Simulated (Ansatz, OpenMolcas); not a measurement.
**The same job for Ansatz**

This OpenMolcas 26.06 job computes BHCl2 (SMILES [H]B(Cl)Cl):

run.input:
```
&GATEWAY
BasLib
$CurrDir
Coord
4
bohr
B     -0.93059941    -0.19652585    -0.00320309
Cl     3.08665975    -0.27544648     0.02377275
Cl    -2.49202341     2.61476302    -0.03844648
H     -2.07446953    -2.09543604     0.00169130
Basis
STO-3G
Group
NoSym
&SEWARD
GridInput
Grid=UltraFine
End of Grid
&SCF
KSDFT
2
1.0 MGGA_X_R2SCAN
1.0 MGGA_C_R2SCAN
Thresholds
1e-10 1e-07 1e-07 1e-05
PrOrbitals
1 1
```

```bash
$ export MOLCAS_MEM=1860
$ pymolcas run.input > run.log
```

(Basis files named in the input come from the Basis Set Exchange and aren't shown.)

One bond was lengthened or shortened from a relaxed shape.

It gives a total energy of -935.516963 Eh.

Question: Write the same calculation for Ansatz 0.2.0 as an input file of the program's own.

Answer: One way, which was run:

molecule.yaml:
```yaml
crystal:
  periodic: [false, false, false]
  atoms:
    - {symbol: B, position_ang: [-0.492452, -0.103997, -0.001695]}
    - {symbol: Cl, position_ang: [1.633390, -0.145760, 0.012580]}
    - {symbol: Cl, position_ang: [-1.318722, 1.383673, -0.020345]}
    - {symbol: H, position_ang: [-1.097762, -1.108857, 0.000895]}
basis:
  gaussian:
    orbitals: STO-3G
hamiltonian:
  xc: r2scan
accuracy: high
```

```bash
$ ansatz run molecule.yaml --threads 1 --pin off --max-ram 2610MiB --events-out events.jsonl --progress --plain --runs-dir runs
```

Its energy is -935.516975 Eh, 0.012 mEh from the first.
